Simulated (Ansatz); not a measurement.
The input, for Ansatz 0.2.0:

```yaml
crystal:
  periodic: [false, false, false]
  atoms:
    - {symbol: Si, position_ang: [0.000000, 0.000000, 0.070330]}
    - {symbol: H, position_ang: [0.000000, 1.096938, -0.979847]}
    - {symbol: H, position_ang: [0.000000, -1.096938, -0.979847]}
basis:
  gaussian: {orbitals: 6-31G}
magnetization: {spin_polarized: false}
correlation: {method: ccsdtq, electrons: outside_noble_gas}
```

```sh
$ ansatz run in.yaml --threads 1 --pin off --events-out ev --progress --plain --max-ram 3956MiB --backend cpu
```

Problem. Roughly how long does this take on 1 thread of AMD EPYC 7R13, shared host, and how much host memory?

Solution. 0.73 s wall and 0.11 GiB.

```
347 factors; integrals over basis functions are off by at most 3.3e-8 eV
mean field evaluation 1: about -7890.2963 eV, gradient 5.2e0 eV
mean field evaluation 2: about -7890.2970 eV, gradient 5.2e0 eV
mean field evaluation 4: about -7890.4827 eV, gradient 2.8e-1 eV
mean field evaluation 8: about -7890.4835 eV, gradient 7.1e-7 eV
mean field evaluation 16: about -7890.4835 eV, gradient 6.2e-7 eV
mean field -7890.48350459 eV, -289.9699204319 hartree, gradient 6.2e-7 eV, S^2 0.000000; 0 other end points of the search recorded, 0 dependent functions left out; unrestricted orbitals would lower it
5 core orbitals not correlated: weight in the atoms' cores, before any rotation towards them, 1.000 or more for the frozen orbitals, at most 0.000 for the correlated occupied ones
reference -7890.48350459 eV, -289.9699204319 hartree; 3, 3 occupied and 9, 9 virtual orbitals, 347 factors
second order -1.18401693 eV of doubles, -0.00000000 eV of singles
cycle   1  -1.52036103 eV  change   -3.4e-1 eV  update   5.8e-2
cycle   2  -1.73363887 eV  change   -2.1e-1 eV  update   2.8e-2
cycle   3  -1.74285554 eV  change   -9.2e-3 eV  update   7.9e-3
cycle   4  -1.74503507 eV  change   -2.2e-3 eV  update   2.9e-3
cycle   5  -1.74419939 eV  change    8.4e-4 eV  update   1.3e-3
cycle   6  -1.74433314 eV  change   -1.3e-4 eV  update   5.2e-4
cycle   7  -1.74450577 eV  change   -1.7e-4 eV  update   1.4e-4
cycle   8  -1.74440886 eV  change    9.7e-5 eV  update   4.1e-5
cycle   9  -1.74441827 eV  change   -9.4e-6 eV  update   1.3e-5
cycle  10  -1.74442394 eV  change   -5.7e-6 eV  update   5.1e-6
cycle  11  -1.74442563 eV  change   -1.7e-6 eV  update   2.1e-6
cycle  12  -1.74442464 eV  change    9.9e-7 eV  update   6.9e-7
cycle  13  -1.74442451 eV  change    1.3e-7 eV  update   2.0e-7
Total energy: -7892.22792909 eV, -290.0340268500 hartree
```

For the same geometry and basis full CI lies 0.0 meV lower.
